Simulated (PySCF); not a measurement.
An unknown is described by computed data only.

Formula: C2H3F3.

- Valence photoelectron: vertical ionisation energy: 12.37 eV [ΔSCF PBE0/def2-SVPD]
- Triplet: lowest triplet excitation (Tamm–Dancoff): 8.70 eV [TDA PBE0/def2-SVPD]
- XPS: C1s 294.1, C1s 296.2, F1s 693.4, F1s 693.8 (×2) eV [ΔSCF SCAN, pcX-2 on the ionised atom, pcseg-1 elsewhere, spin-free X2C]
- UV, first state: lowest singlet excitation: 9.18 eV (135 nm, f = 0.010) [TDDFT PBE0/def2-SVPD]
- UV, strongest line: among the 10 lowest singlet transitions: S4 at 10.03 eV (124 nm, f = 0.101) [TDDFT PBE0/def2-SVPD]
- Dipole: 1.54 D [PBE0/def2-SVPD]
- Rotational structure: rotational constants A, B, C: 9.185, 3.666, 2.828 GHz [PBE0-D3(BJ)/def2-SVP]
- Polarisability: 29.5 au [PBE0/def2-SVPD]
- Couplings: largest of the computed one-bond spin–spin couplings (means over like bonds): 19F–13C -304.6 (×2), 19F–13C -243.6, 13C–1H +188.5, 13C–1H +156.3 (×2), 13C–13C +56.2 Hz [B3LYP/pcJ-1]

Gas-phase values; electronic properties from PySCF, density fitting. Levels stand in brackets. The structure is a single PBE0-D3(BJ)/def2-SVP conformer in the gas phase; no vibrational or solvent corrections.

Task: Propose a structure and show how it fits.

Result: Numbering: `[F:1][CH2:2][CH:3]([F:4])[F:5]`. Its formula, C2H3F3, gives 0 degrees of unsaturation, so no ring and no π bond. The couplings run between: -304.6 Hz, fluorine of a CF2 group [F4] and CHF2 carbon [C3] (with 1 like pair); -243.6 Hz, alkyl fluorine [F1] and sp3 C–F carbon [C2]; +188.5 Hz, CHF2 carbon [C3] and its hydrogen; +156.3 Hz, sp3 C–F carbon [C2] and its hydrogen (with 1 like pair); +56.2 Hz, sp3 C–F carbon [C2] and CHF2 carbon [C3]. The core levels belong to: C1s 294.1 eV, sp3 C–F carbon [C2]; C1s 296.2 eV, CHF2 carbon [C3]; F1s 693.4 eV, alkyl fluorine [F1]; F1s 693.8 eV, fluorine of a CF2 group [F4/F5]. One atom of each topological class was ionised and stands for its class. The first electron is taken from the HOMO, whose largest Löwdin shares are 0.19 on the CHF2 carbon, 0.18 on the sp3 C–F carbon, 0.17 on a fluorine of a CF2 group and 0.17 on the alkyl fluorine. The optimised geometry has point group C1 and is an asymmetric top. Structure: `FCC(F)F`. Computed isomers that give other values at the same levels: `CC(F)(F)F` (core binding energies: C1s 292.0, C1s 298.5, F1s 694.0 (×3) eV). The assignments are read from this structure; whether some other isomer fits the data as well wasn't checked.

Conformer computed: `[F:1][CH2:2][CH:3]([F:4])[F:5]`: F1–C2–C3–F4 174°.
